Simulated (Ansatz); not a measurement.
We consider solid chlorine, described by HSE06-D3(BJ) (Ansatz, a program for electronic structure, plane waves, PAW).

Numerical settings: plane-wave cutoff 520 eV, 6×6×4 k mesh (along the axes of the cell as run), Fermi–Dirac smearing 0.01 eV, scalar-relativistic PAW data made under PBE.

Starting structure:

```
CELL_PARAMETERS angstrom
      3.12000    -2.24000     0.00000
      3.12000     2.24000     0.00000
      0.00000     0.00000     8.26000
ATOMIC_POSITIONS crystal
  Cl 0.12300 0.87700 0.89700
  Cl 0.37700 0.62300 0.39700
  Cl 0.62300 0.37700 0.60300
  Cl 0.87700 0.12300 0.10300
```

Task: Into what structure does the relaxation of cell and atoms lead at this level, with the symmetry of the start kept?

Result: The volume shrinks by 2.5 %; final space group Cmce.
```
CELL_PARAMETERS angstrom
      3.19286    -2.14852     0.00000
      3.19286     2.14852     0.00000
      0.00000     0.00000     8.20797
ATOMIC_POSITIONS crystal
  Cl 0.11942 0.88058 0.89648
  Cl 0.38058 0.61942 0.39648
  Cl 0.61942 0.38058 0.60352
  Cl 0.88058 0.11942 0.10352
```
